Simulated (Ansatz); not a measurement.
in.yaml

```yaml
crystal:
  periodic: [false, false, false]
  atoms:
    - {symbol: Al, position_ang: [0.000000, -0.107696, 1.237712]}
    - {symbol: P, position_ang: [0.000000, 0.051009, -1.143237]}
    - {symbol: H, position_ang: [0.000000, 1.315423, 1.999097]}
basis:
  gaussian: {orbitals: def2-mTZVP}
magnetization: {spin_polarized: true, initial_magnetization: 3}
hamiltonian: {xc: hf}
output: {forces: true, orbitals: {seedname: orbitals}}
```

```sh
$ ansatz run in.yaml --threads 1 --pin off --events-out ev --progress --plain --max-ram 2393MiB
```

Output:

```
402 factors; integrals over basis functions are off by at most 6.9e-4 eV
mean field evaluation 1: about -15868.2604 eV, gradient 6.6e0 eV
mean field evaluation 2: about -15868.3540 eV, gradient 6.8e0 eV
mean field evaluation 4: about -15869.2022 eV, gradient 1.1e0 eV
mean field evaluation 8: about -15869.2648 eV, gradient 2.0e-1 eV
mean field evaluation 16: about -15868.2465 eV, gradient 4.3e0 eV
mean field evaluation 32: about -15865.0036 eV, gradient 1.3e1 eV
mean field evaluation 64: about -15869.2210 eV, gradient 9.4e-1 eV
mean field -15869.26868289 eV, -583.1848675196 hartree, gradient 2.4e-5 eV, S^2 3.767258; 3 other end points of the search recorded, 0 dependent functions left out
the calculation of the forces begins
reference -15869.26868289 eV, -583.1848675196 hartree; 16, 13 occupied and 31, 34 virtual orbitals, 402 factors
Total energy: -15869.26868289 eV, -583.1848675196 hartree
Atom 0 at     0.000000    -0.107696     1.237712 Å, force    -0.000000     0.239231     0.175503 eV/Å
Atom 1 at     0.000000     0.051009    -1.143237 Å, force    -0.000000    -0.023943    -0.112981 eV/Å
Atom 2 at     0.000000     1.315423     1.999097 Å, force    -0.000000    -0.215288    -0.062522 eV/Å
Dipole moment:    -0.000000    -0.202684     0.315574 e Å
```

Forces (eV/Å):
```
Al   0.000  0.239  0.176
P    0.000 -0.024 -0.113
H    0.000 -0.215 -0.063
```

Ran on 1 thread of Arm Neoverse V1, shared host: 0.81 s wall, 0.08 GiB peak host memory.
